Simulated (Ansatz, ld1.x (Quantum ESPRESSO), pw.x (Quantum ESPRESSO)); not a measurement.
## gold (Au) (bcc): variants of one TM potential in the solid

Au (Z = 79), norm-conserving Troullier–Martins (Kleinman–Bylander form), made with ld1.x (Quantum ESPRESSO) 7.5 (LDA (PW92), scalar-relativistic). Core [Xe] 4f14, reference 5d10 6s1 6p0. Waves: 6s (bound): rc 2.50 bohr; 5d (bound): rc 1.75 bohr; 6p (bound, empty): rc 2.80 bohr. Local part: the p channel. Core correction: none.

Crystal test: bcc Au in pw.x 7.5, no spin, 14³ k-points, Fermi–Dirac smearing 0.01 Ry, cutoffs set for each file from its atomic test. The reference is all-electron LAPW (Ansatz 0.2.0) with the same functional, mesh and smearing; V0 and B0 come from Birch–Murnaghan fits to the pressures at five volumes. Errors are pseudo minus all-electron; Δ is the rms difference of the E(V) curves that follow from these fits, minima aligned, over ±6 % about the mean V0. Mesh and smearing are coarse, so the numbers serve the comparison and aren't converged zero-temperature values; the lattice is a test structure that the element need not adopt.

All-electron: a0 = 3.214 Å (V0 = 16.60 Å³/atom), B0 = 191.7 GPa.

Base: The largest radius (2.80 bohr) exceeds half the bond length (2.63 bohr), so the spheres overlap, which is one possible source of error among others. This is a poor potential for the solid.

A dash in a converged row means that the minimum lies outside the volumes sampled.

```tsv
change	cutoffs (Ry)	pw.x	a0 (Å)	a0 error (%)	B0 error (%)	Δ (meV/atom)	mean pressure error (GPa)
base	75/300	converged	–	–	–	–	+17.53
all radii scaled by about 0.81 (s 2.02, p 2.26, d 1.42 bohr)	100/400	converged; bound ghost	–	–	–	–	-35.88
all radii scaled by about 0.95 (s 2.38, p 2.66, d 1.66 bohr)	85/340	converged	–	–	–	–	+17.41
all radii scaled by about 1.04 (s 2.60, p 2.92, d 1.82 bohr)	85/340	converged	–	–	–	–	+17.40
all radii scaled by about 1.18 (s 2.94, p 3.30, d 2.06 bohr)	75/300	converged	–	–	–	–	+13.38
all radii scaled by about 1.32 (s 3.30, p 3.70, d 2.30 bohr)	70/280	converged	3.237	+0.71	+1.1	15.4	+4.52
```
